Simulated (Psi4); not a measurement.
# BOF (fluoro(oxo)borane) at CCSD(T)/cc-pVTZ

Aim: the energy change on altering one bond length of BOF (fluoro(oxo)borane) at CCSD(T)/cc-pVTZ, from 2 runs. The job is set up through an ASE script.

The calculation is run with Psi4 1.11.

1 further run of the same task is left out (set aside as unsound or not needed).

**1. The structure to begin with**

BOF: 3 atoms, total charge 0, spin state singlet. SMILES: `O=BF`. The shape is that of a PBE0-D4/def2-TZVP optimisation.

Bond lengths: O1–B2 1.206 Å, B2–F3 1.282 Å. Angles: O1–B2–F3 180.0°.

**2. The energy at CCSD(T)/cc-pVTZ**

Input file bfo.xyz:

```xyz
3
BFO
O      0.983100    -0.565100     0.479900
B      0.020300    -0.011600     0.009900
F     -1.003400     0.576800    -0.489800
```

Input file run_ase.py:

```python
import numpy as np
from ase.calculators.psi4 import Psi4
from ase.io import read

a = read('bfo.xyz')
calc = Psi4(atoms=a, method='ccsd(t)', basis='cc-pVTZ', memory='1600MB', num_threads=1, charge=0, multiplicity=1, label='bfo', reference='rhf')
calc.psi4.set_options({'puream': True, 'e_convergence': 1e-09, 'd_convergence': 1e-08, 'scf_type': 'pk', 'num_frozen_docc': 3})
a.calc = calc

print(f'energy: {a.get_potential_energy():.6f} eV')
```

The run is started by

```sh
$ python run_ase.py
```

bfo.dat:

```text
[...]
  Running in c1 symmetry.
[...]
  Nuclear repulsion =   51.438950129702292
[...]
  Multiplicity = 1
[...]
  Nalpha       = 11
  Nbeta        = 11
[...]
    Number of basis functions: 90
[...]
   @RHF iter   1:  -199.02472867438442   -9.73596e-01   6.67204e-03 ADIIS/DIIS
[...]
   @RHF iter  11:  -199.15555154057549   -2.41585e-12   3.25824e-09 DIIS
[...]
    Orbital Energies [Eh]
    ---------------------
    Doubly Occupied:
       1A    -26.393024     2A    -20.562470     3A     -7.715139
       4A     -1.706641     5A     -1.336577     6A     -0.852759
       7A     -0.765905     8A     -0.765905     9A     -0.632992
      10A     -0.523165    11A     -0.523165
[...]
  @RHF Final Energy:  -199.15555154057549
   => Energetics <=
    Nuclear Repulsion Energy =             51.4389501297022917
    One-Electron Energy =                -377.6335145764704748
    Two-Electron Energy =                 127.0390129061927098
    Total Energy =                       -199.1555515405754875
[...]
 Multipole Moments:
 ------------------------------------------------------------------------------------
     Multipole            Electronic (a.u.)      Nuclear  (a.u.)        Total (a.u.)
 ------------------------------------------------------------------------------------
 L = 1.  Multiply by 2.5417464519 to convert [e a0] to [Debye]
 Dipole X            :         -1.5533742            0.8038022           -0.7495721
 Dipole Y            :          0.8930517           -0.4620765            0.4309751
 Dipole Z            :         -0.7583046            0.3923790           -0.3659256
 Magnitude           :                                                    0.9388820
[...]
      * MP2 total energy                      = -199.726109481225933
[...]
      * CCSD total energy                     = -199.722605823334391
[...]
      * CCSD(T) total energy                  = -199.743854777459404
```

The script printed:

```text
energy: -5435.307138 eV
```

It took 26 s on 1 thread of AMD EPYC 7R43 (Zen 3), shared host; peak memory 0.81 GiB.

**3. The distorted shape**

Input file bfo.xyz:

```xyz
3
BFO
O      2.138439    -1.229288     1.043890
B      0.020300    -0.011600     0.009900
F     -1.003400     0.576800    -0.489800
```

Input file run.py:

```python
import numpy as np
from ase.calculators.psi4 import Psi4
from ase.io import read

atoms = read('bfo.xyz')
calc = Psi4(atoms=atoms, method='ccsd(t)', basis='cc-pVTZ', memory='1600MB', num_threads=1, charge=0, multiplicity=1, label='calc')
calc.psi4.set_options({'puream': True, 'e_convergence': 1e-09, 'd_convergence': 1e-08, 'scf_type': 'pk', 'num_frozen_docc': 3})
atoms.calc = calc

print(f'energy: {atoms.get_potential_energy():.6f} eV')
```

The run is started by

```sh
$ python run.py
```

calc.dat:

```text
[...]
  Running in c1 symmetry.
[...]
  Nuclear repulsion =   36.233610097090825
[...]
  Multiplicity = 1
[...]
  Nalpha       = 11
  Nbeta        = 11
[...]
    Number of basis functions: 90
[...]
   @RHF iter   1:  -197.88755011831969   -5.71738e-01   1.07491e-02 ADIIS/DIIS
[...]
   @RHF iter  14:  -198.85152428550970   -8.81073e-13   5.15052e-09 DIIS
[...]
    Orbital Energies [Eh]
    ---------------------
    Doubly Occupied:
       1A    -26.394010     2A    -20.657918     3A     -7.742392
       4A     -1.708015     5A     -1.218868     6A     -0.863323
       7A     -0.755368     8A     -0.755368     9A     -0.538993
      10A     -0.538993    11A     -0.430860
[...]
  @RHF Final Energy:  -198.85152428550970
   => Energetics <=
    Nuclear Repulsion Energy =             36.2336100970908248
    One-Electron Energy =                -346.9620524995718824
    Two-Electron Energy =                 111.8769181169713534
    Total Energy =                       -198.8515242855096972
[...]
 Multipole Moments:
 ------------------------------------------------------------------------------------
     Multipole            Electronic (a.u.)      Nuclear  (a.u.)        Total (a.u.)
 ------------------------------------------------------------------------------------
 L = 1.  Multiply by 2.5417464519 to convert [e a0] to [Debye]
 Dipole X            :         -2.1204188            1.5694643           -0.5509545
 Dipole Y            :          1.2189627           -0.9022448            0.3167178
 Dipole Z            :         -1.0350935            0.7661444           -0.2689490
 Magnitude           :                                                    0.6900686
[...]
      * MP2 total energy                      = -199.348745087682744
[...]
      * CCSD total energy                     = -199.388482028372323
[...]
      * CCSD(T) total energy                  = -199.409118539062234
```

On the terminal:

```text
energy: -5426.198501 eV
```

Wall time 36 s (1 thread of AMD EPYC 7R43 (Zen 3), shared host); peak memory 0.8 GiB.

**4. What came out**

Level: CCSD(T)/cc-pVTZ, 3 core orbitals frozen.

| quantity | value |
| --- | --- |
| first shape: total energy | -199.74385 Eh |
| first shape: HOMO energy (Hartree–Fock orbitals) | -14.24 eV |
| first shape: LUMO energy (Hartree–Fock orbitals) | 2.98 eV |
| first shape: HOMO–LUMO gap (Hartree–Fock orbitals) | 17.21 eV |
| first shape: correlation energy (3 core orbitals frozen) | -588.3 mEh |
| first shape: (T) correction | -21.25 mEh |
| first shape: T1 diagnostic | 0.016 |
| distorted shape: total energy | -199.40912 Eh |
| distorted shape: HOMO energy (Hartree–Fock orbitals) | -11.72 eV |
| distorted shape: LUMO energy (Hartree–Fock orbitals) | 0.91 eV |
| distorted shape: HOMO–LUMO gap (Hartree–Fock orbitals) | 12.63 eV |
| distorted shape: correlation energy (3 core orbitals frozen) | -557.6 mEh |
| distorted shape: (T) correction | -20.64 mEh |
| distorted shape: T1 diagnostic | 0.024 |
| energy change with the O1–B2 bond stretched from 1.206 to 2.653 Å | 9.109 eV |

**Reading.** With the O1–B2 bond stretched from 1.206 to 2.653 Å the energy rises by 9.11 eV (879 kJ/mol). The first shape isn't relaxed at this level, so the change isn't measured from a minimum. The triples (first shape) make up 3.6 % of the correlation energy. The T1 diagnostic (distorted shape) of 0.024 is above the customary mark for such species, so a single reference may not serve. The triples (distorted shape) make up 3.7 % of the correlation energy.
